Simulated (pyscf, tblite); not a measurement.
HB=O + CH₄ → H₃C–BH–OH: energy along the mass-weighted descent from the GFN2-xTB saddle (tblite), relative to the relaxed reactant side, a complex of the molecules.

(s (amu^1/2 bohr), E (kcal/mol)): (-9.43, 2.0); (-9.14, 2.2); (-8.81, 2.6); (-8.39, 3.2); (-7.99, 3.9); (-6.96, 5.4); (-5.40, 7.5); (-3.84, 12.0); (-2.40, 26.6); (-0.960, 51.4); (0.600, 54.0); (2.16, 9.4); (2.82, 5.8); (2.97, 5.7); (3.08, 5.6)

Q: The GFN2-xTB barrier from the reactant side is 2.99 eV. What does ωB97X-D3(BJ) (PySCF) give from its own reactant-side minimum, in def2-SVP and in def2-TZVP?

A: 2.20 eV in the double-zeta basis after reoptimising the saddle, and 2.24 eV in the triple-zeta single point, so the tight-binding barrier lies 0.75 eV over the latter. The imaginary mode goes from 1900i to 1665i cm⁻¹.
